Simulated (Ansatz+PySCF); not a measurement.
## doublet SH: levels of theory in one basis

```yaml
atoms:
  - { symbol: S, position_ang: [0.0000, 0.0000, -0.0733] }
  - { symbol: H, position_ang: [0.0000, 0.0000, 1.1724] }
```

Basis set: def2-SVP (spherical functions). Correlated methods keep 5 orbitals frozen. Correlation on ROHF uses semicanonical orbitals with singles. Charge 0, multiplicity 2.

Computed with Ansatz (development build ahead of 0.2.0); each method stands on the lowest determinant of its kind that the runs found. NEVPT2 correlates all electrons. Active spaces start from the frontier orbitals, and the lowest solution found is given.

```csv
method,E − E(ROHF) (eV),<S²> of the determinant
ROHF,0.00,0.75
UHF,-0.11,0.76
ROHF-MP2,-3.11,–
UHF-MP2,-3.10,0.76
ROHF-CCSD,-3.66,–
UHF-CCSD,-3.66,0.76
"CASSCF(7,5)",-0.46,–
"SC-NEVPT2(7,5)",-3.24,–
```

(1) What does ROHF-CCSD(T) give on the same scale?

(2) Is a single determinant a sound starting point here?

Answers

(1) -3.72 eV.

(2) By this sign, yes. Unrestricted orbitals gain 0.11 eV and <S²> is 0.76 against 0.75 for a pure state. The CASSCF(7,5) natural occupations are 2.00, 2.00, 1.98, 1.00, 0.02.
